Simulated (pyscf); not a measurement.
5 gas-phase steps of one pattern: substitution at C on the doublet surface, C–H broken and C–Mg or C–Zn formed. Structures and frequencies: ωB97X-D3(BJ)/def2-SVP in PySCF. Electronic energies in eV, from the separated reactants; ΔE‡ and ΔE at ωB97M-D3(BJ)/def2-TZVP. Rows were drawn at random from the steps of this pattern with a verified saddle, stable references and no exit in the data more than 5 kcal/mol lower.

```json
[
 {"row": "1", "step": "CH₄ + [HO–Zn]• -> H₃C–Zn–OH + H•", "ΔE": "+1.53", "ΔE‡": "2.25"},
 {"row": "2", "step": "CH₄ + [Cl–Zn]• → H₃C–Zn–Cl + H•", "ΔE": "+1.58", "ΔE‡": "?"},
 {"row": "3", "step": "[H₃C–Zn]• + CH₄ -> H₃C–Zn–CH₃ + H•", "ΔE": "+1.61", "ΔE‡": "2.36"},
 {"row": "4", "step": "H₃C–Cl + [Cl–Zn]• → Cl–CH₂–Zn–Cl + H•", "ΔE": "+1.66", "ΔE‡": "2.65"},
 {"row": "5", "step": "[H₃C–Mg]• + CH₄ -> H₃C–Mg–CH₃ + H•", "ΔE": "+1.94", "ΔE‡": "2.46"}
]
```

Fit ΔE‡ = a + b·ΔE to the other rows and predict row 2.

Over the 4 complete rows the means are +1.69 (ΔE) and 2.43 (ΔE‡); least squares gives b = 0.37 and a = 1.81 eV, with residuals of 0.14 eV (root mean square; largest 0.23, row 4). For row 2: 1.81 + 0.37 × (+1.58) = 2.39 eV. The computed barrier is 2.26 eV, 0.13 under the line. The scatter is large against the spread of the barriers, so the line says little here. Each barrier is that of the saddle found. The term symbol of open-shell Cl–Zn was not checked; spin-orbit terms are left out. Elements up to Kr have no core potential and no relativistic terms here.
